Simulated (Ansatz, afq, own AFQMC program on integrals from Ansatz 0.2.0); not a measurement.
## Where AFQMC and coupled cluster stand for NH3⁺, doublet

```csv
atom,x (Å),y (Å),z (Å)
N,0.0000,0.0000,0.0000
H,1.5350,0.0206,-0.0001
H,-0.7854,1.3190,-0.0041
H,-0.7496,-1.3397,0.0042
```

Basis 6-31G. Only valence electrons are correlated. Integrals, coupled cluster, full CI and functionals: Ansatz 0.2.0; the random walks run on the same integrals in our own AFQMC program. The CISD trial takes its coefficients from CCSD amplitudes. Released means that phaseless walkers are propagated on without the constraint, phases kept. ± is one standard error of the sampling.

Determinant: UHF, the one that the program's search chose, which needn't be the lowest solution. The geometry is a point of a scan.

Full CI on the same integrals is exact in this basis and with this determinant's frozen core.

Cautions: strong correlation (T1 0.064, weight of the determinant 0.84, largest double 0.11); unrestricted determinant spin contaminated (⟨S²⟩ 1.09 against 0.75).

```
T1 diagnostic                               : 0.0637
weight of the determinant in the CISD state : 0.838
⟨S²⟩ of the determinant                     : 1.088
size of the correlated space                : 7 electrons in 14 orbitals
```

Reference: full CI, correlation energy -3.985 eV. The released energy is read at 2.40 1/Eh (meV from the phaseless value at times in 1/Eh: -2 ± 4 at 0.24, -6 ± 3 at 0.51, -6 ± 4 at 0.99, 0 ± 3 at 1.62, -5 ± 3 at 2.40). The cautions show a poor starting determinant, so the rows tell how each method copes with it here, and full CI is the sure value.

```tsv
level	E − E(reference) (kJ/mol)	share of correlation (%)
HF	384.5	0.00
MP2	115.3	70.01
CCSD	14.0	96.36
CCSD(T)	4.7	98.79
CCSDT	1.6	99.57
CCSDT(Q)	0.0	100.00
CCSDTQ	0.1	99.97
ph-AFQMC/HF	-1.0 ± 3.0	100.25
ph-AFQMC/CISD	0.6 ± 0.6	99.83
released AFQMC	0.2 ± 0.3	99.95
```

CCSDT and higher add their correlation energy to the determinant of the CCSD(T) run, since their own runs factorise the integrals more tightly (a shift of under 2 meV). A walk keeps the symmetry of its determinant, which the program's search chose and which needn't be the lowest solution, so a lower state of the same spin and another symmetry isn't excluded. Released energies are given only where the last usable release times agree within the noise; a slower fall can still hide under it.
